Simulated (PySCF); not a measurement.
# Dipole moment and polarisability of BCl2H

BCl2H.
Structure used (PBE0-D3(BJ)/def2-SVP), in Å, numbered top down from 1:
```xyz
4
BCl2H angstrom
B     -0.0682   -0.1122    0.0017
Cl     1.6700   -0.1583    0.0147
Cl    -0.9115    1.4086   -0.0205
H     -0.6903   -1.1381    0.0041
```

Level: wB97X-D/def2-SVPD (PySCF), static field, nuclei fixed, core orbitals frozen in the response. The polarisability tensor in these axes (au):

```
x   49.90 -6.48  0.20
y   -6.48 43.16 -0.15
z    0.20 -0.15 32.53
```

Task: Give the principal values, the mean and the anisotropy Δα = √{½[(α1 − α2)² + (α2 − α3)² + (α1 − α3)²]}.

Result: Principal values 32.53, 39.23 and 53.84 au; mean 41.87 au = 6.20 Å³ = 6.90 × 10⁻⁴⁰ C²·m²/J; Δα = 18.88 au (45 % of the mean).

Task: What is the dipole moment, and where does it point?

Result: (-0.30, -0.50, 0.00) D, 0.58 D in size, pointing from the negative to the positive side. Measured along this direction, the outermost atoms are Cl3 and Cl2 at the negative end and H4 at the positive end.

Task: Molar refractivity from α?

Result: Lorentz–Lorenz: R = (4π/3)N_A α = 2.5225 cm³/(mol·Å³) × 6.20 Å³ = 15.6 cm³/mol, in the limit of long wavelengths.

Task: Find the Langevin capture rate constant for O2+ (31.990 u) meeting this molecule (81.955 u), k = 2.342 × 10⁻⁹ cm³/s × √(α in Å³ / reduced mass in u).

Result: The reduced mass is 23.01 u, so k = 1.22 × 10⁻⁹ cm³/s. The formula leaves out the permanent dipole, which adds to the capture rate.

Task: What are the principal values of the traceless quadrupole moment, Θ = ½Σq(3rr − r²1), about the centre of nuclear charge?

Result: -1.34, 0.28, 1.07 D·Å. The values depend on the origin, since the dipole doesn't vanish. The electronic extent ⟨r²⟩ about the same centre is 372 bohr², a root-mean-square distance of 1.61 Å for the 40 electrons.

Task: Orientational against electronic polarisability at 500 K (dilute gas, rigid molecules)?

Result: In Gaussian units μ²/3kT = 1.62 Å³ against 6.20 Å³, a ratio of 0.26; the Debye molar polarisation (4π/3)N_A(α + μ²/3kT) is 19.7 cm³/mol, leaving out the vibrational part.

Geometry: PBE0-D3(BJ)/def2-SVP; no solvent, vibrations or thermal averaging.
